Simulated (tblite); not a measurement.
C4H6F2.
Structure used (GFN2-xTB), in Å, numbered top down from 1:
```xyz
12
C4H6F2 angstrom
F      1.483    0.756   -1.178
C      1.472    0.205    0.073
C      0.062   -0.193    0.460
F      0.072   -0.744    1.718
C     -1.134    0.614    0.076
C     -0.912   -0.752   -0.523
H      2.130   -0.671    0.055
H      1.866    0.955    0.768
H     -0.973    1.482   -0.543
H     -1.917    0.722    0.810
H     -0.600   -0.819   -1.553
H     -1.548   -1.558   -0.191
```

Computed with GFN2-xTB (tblite): harmonic, unscaled wavenumbers at the GFN2-xTB geometry, gas phase. Against measured fundamentals such values can be off by several per cent, at times by over 20. One conformer, not necessarily the lowest.

Harmonic wavenumbers (cm⁻¹): 63.9, 195.9, 286.5, 362.4, 422.3, 469.3, 728.9, 791.2, 887.6, 913.0, 948.8, 1043.7, 1056.8, 1070.5, 1072.5, 1100.1, 1140.8, 1195.8, 1206.6, 1322.5, 1372.9, 1408.7, 1440.5, 1476.7, 2937.0, 2946.6, 3099.4, 3101.6, 3111.4, 3127.2.

A = 5308, B = 3120, C = 2364 MHz; mass 92.044 u (most abundant isotopes); point group Cs, symmetry number 1.

Q: Zero-point energy?

A: Half the sum of the wavenumbers: 20151 cm⁻¹ = 57.61 kcal/mol.

Q: Entropy at 298.15 K, 1 bar (ideal gas, RRHO, classical rotation)?

A: Translation 39.50, rotation 26.51, vibration 12.20: S = 78.2 cal/(mol K).

Q: And Cp and H(298.15 K) − H(0)?

A: Cp = 23.36 cal/(mol K), of which vibrations give 15.41 (their classical limit is 30 R = 59.6); H(298.15 K) − H(0) = 4.42 kcal/mol without the zero-point energy, 2.05 from vibrations.

Q: Which modes carry the vibrational entropy at 298.15 K?

A: 63.9 cm⁻¹: 4.33; 195.9 cm⁻¹: 2.17; 286.5 cm⁻¹: 1.49; 362.4 cm⁻¹: 1.11; 422.3 cm⁻¹: 0.88; 469.3 cm⁻¹: 0.74 cal/(mol K); the other 24 give 1.46 together.

Q: How do the functions run with temperature in this model?

A: 
```
 T (K)  S (cal/(mol K))  Cp (cal/(mol K))  H − H(0) (kcal/mol)  G − H(0) (kcal/mol)  ln q(vib)
    50             52.9               9.7                 0.43                -2.21       0.18
   100             60.3              12.0                 0.98                -5.06       0.60
373.15             84.0              28.3                 6.36               -24.98       3.58
   500             93.3              35.5                10.42               -36.23       5.18
   750            109.7              45.3                20.62               -61.67       8.47
  1000            123.6              51.4                32.76               -90.88      11.68
```

q(vib) and H(0) count from the zero-point level.

Q: What must be added to the electronic energy to get the Gibbs energy at 298.15 K and 1 bar?

A: ZPE + [H(298.15 K) − H(0)] − T·S = 57.61 + 4.42 − 23.32 = 38.71 kcal/mol.

Q: Blend soft modes into free rotors: weight 1/[1 + (100 cm⁻¹/ν̃)⁴] for the oscillator and the rest for a rotor with moment μB/(μ + B), μ = h/(8π²ν), B = 10⁻⁴⁴ kg m². What vibrational entropy results?

A: 11.32 cal/(mol K) in place of 12.20, which changes −T·S at 298.15 K by +0.26 kcal/mol.

Hindered rotation and anharmonicity are outside this model. Other conformers, if any are populated, would add a mixing term that is left out.
